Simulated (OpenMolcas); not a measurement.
# C2ClF3 (chlorotrifluoroethylene): FNO-MP2/aug-cc-pVDZ (RICD fitting, virtual fraction 0.4)

Aim: the energy change on altering one bond length of C2ClF3 (chlorotrifluoroethylene) at FNO-MP2/aug-cc-pVDZ (RICD fitting, virtual fraction 0.4), from 2 runs. 

The results are computed with OpenMolcas 26.06.

## Step 1: The molecule

C2ClF3: 6 atoms, total charge 0, spin state singlet. As SMILES, `FC(F)=C(F)Cl`. The coordinates come from a GFN2-xTB relaxation.

Bond lengths: F1–C2 1.321 Å, C2–F3 1.321 Å, C2–C4 1.332 Å, C4–F5 1.334 Å, C4–Cl6 1.708 Å. Angles: F1–C2–F3 111.5°, F1–C2–C4 124.9°, F3–C2–C4 123.6°, C2–C4–F5 120.5°, C2–C4–Cl6 124.2°, F5–C4–Cl6 115.3°.

## Step 2: The energy at FNO-MP2/aug-cc-pVDZ (RICD fitting, virtual fraction 0.4)

The input, struct.xyz:

```xyz
6

F      0.753500    -1.669170     0.131800
C     -0.077040    -0.646760     0.235640
F     -1.177330    -0.979550     0.887500
C      0.151140     0.571920    -0.249990
F      1.284840     0.841200    -0.899610
Cl    -0.935120     1.882370    -0.105330
```

The input, job.input:

```
* C2ClF3 FNO-MP2
>>> EXPORT MOLCAS_PRINT=2
&GATEWAY
BasLib = $CurrDir
Coord = struct.xyz
Basis = aug-cc-pVDZ
Group = NoSym
RICD
&SEWARD
&SCF
PrOrbitals = 0
&MBPT2
FNOMP2 = 0.4
DoMP2
Frozen = 10
```

The basis set aug-cc-pVDZ is read from a file made from the Basis Set Exchange's data (not shown).

Run with:

```console
$ export MOLCAS_MEM=1860
$ pymolcas job.input > job.log
```

The program printed:

```text
--- Start Module: gateway ---
[...]
--- Stop Module: gateway /rc=_RC_ALL_IS_WELL_ ---
[...]
      Basis functions          142
[...]
--- Start Module: scf ---
[...]
       Convergence after  12 Iterations
[...]
::    Total SCF energy                               -833.5339452861
[...]
      Total spin, S                                     0.0000000000
[...]
      Total electronic charge=   56.000000
      Total            charge=   -0.000000
[...]
      Dipole Moment (debye):
      Origin of the operator (angstrom)=   -0.1333    0.2638   -0.0136
                   X= -4.3327E-01               Y=  2.8055E-01               Z=  1.3148E-01           Total=  5.3265E-01
      Quadrupole Moment (debye*angstrom):
[...]
--- Stop Module: scf /rc=_RC_ALL_IS_WELL_ ---
[...]
--- Start Module: mbpt2 ---
[...]
WARNING!
Default frozen orbitals as non valence orbitals is overwritten by user input.
Default values:  10
[...]
       Reference weight ( Cref**2 )         =        0.79837
::    Total MBPT2 energy                             -834.4466832468
[...]
--- Stop Module: mbpt2 /rc=_RC_ALL_IS_WELL_ ---
[...]
```

Run time: 11 s. Hardware: 1 thread of Arm Neoverse V1, shared host; peak memory 0.093 GiB.

## Step 3: The distorted shape

struct.xyz: that of step 2 with these lines changed.

```diff
@@ -2,3 +2,3 @@
 
-F      0.753500    -1.669170     0.131800
+F      0.836580    -1.771443     0.121413
 C     -0.077040    -0.646760     0.235640
```

The input, job.inp:

```
&GATEWAY
BasLib = $CurrDir
Coord = struct.xyz
Basis = aug-cc-pVDZ
Group = NoSym
RICD
&SEWARD
&SCF
PrOrbitals = 0
&MBPT2
FNOMP2 = 0.4
DoMP2
Frozen = 10
```

The basis set aug-cc-pVDZ is read from a file made from the Basis Set Exchange's data (not shown).

Run with:

```console
$ export MOLCAS_MEM=1860
$ pymolcas job.inp > job.log
```

The program printed:

```text
--- Start Module: gateway ---
[...]
--- Stop Module: gateway /rc=_RC_ALL_IS_WELL_ ---
[...]
      Basis functions          142
[...]
--- Start Module: scf ---
[...]
       Convergence after  12 Iterations
[...]
::    Total SCF energy                               -833.5163956111
[...]
      Total spin, S                                     0.0000000000
[...]
      Total electronic charge=   56.000000
      Total            charge=   -0.000000
[...]
      Dipole Moment (debye):
      Origin of the operator (angstrom)=   -0.1196    0.2470   -0.0153
                   X= -8.1043E-01               Y=  9.8152E-01               Z=  1.0652E-01           Total=  1.2773E+00
      Quadrupole Moment (debye*angstrom):
[...]
--- Stop Module: scf /rc=_RC_ALL_IS_WELL_ ---
[...]
--- Start Module: mbpt2 ---
[...]
WARNING!
Default frozen orbitals as non valence orbitals is overwritten by user input.
Default values:  10
[...]
       Reference weight ( Cref**2 )         =        0.79498
::    Total MBPT2 energy                             -834.4384573372
[...]
--- Stop Module: mbpt2 /rc=_RC_ALL_IS_WELL_ ---
[...]
```

Run time: 11 s. Hardware: 1 thread of Arm Neoverse V1, shared host; peak memory 0.093 GiB.

## Step 4: Summary of results

At FNO-MP2/aug-cc-pVDZ (RICD fitting, virtual fraction 0.4), 10 core orbitals frozen:

| quantity | value |
| --- | --- |
| first shape: total energy | -834.44668 Eh |
| first shape: dipole moment (mean-field density) | 0.53 D |
| first shape: HOMO energy (Hartree–Fock orbitals) | -10.69 eV |
| first shape: LUMO energy (Hartree–Fock orbitals) | 1.71 eV |
| first shape: HOMO–LUMO gap (Hartree–Fock orbitals) | 12.41 eV |
| first shape: correlation energy (10 core orbitals frozen) | -912.7 mEh |
| distorted shape: total energy | -834.43846 Eh |
| distorted shape: dipole moment (mean-field density) | 1.28 D |
| distorted shape: HOMO energy (Hartree–Fock orbitals) | -11.04 eV |
| distorted shape: LUMO energy (Hartree–Fock orbitals) | 1.66 eV |
| distorted shape: HOMO–LUMO gap (Hartree–Fock orbitals) | 12.70 eV |
| distorted shape: correlation energy (10 core orbitals frozen) | -922.1 mEh |
| energy change with the F1–C2 bond stretched from 1.321 to 1.453 Å | 0.224 eV |

In words: With the F1–C2 bond stretched from 1.321 to 1.453 Å the energy rises by 0.22 eV (21.6 kJ/mol). The first shape isn't relaxed at this level, so the change isn't measured from a minimum. Mulliken charges (first shape) of the mean-field density run from -0.64 on F5 to +1.70 on C2; in a basis this large or diffuse they mean little.
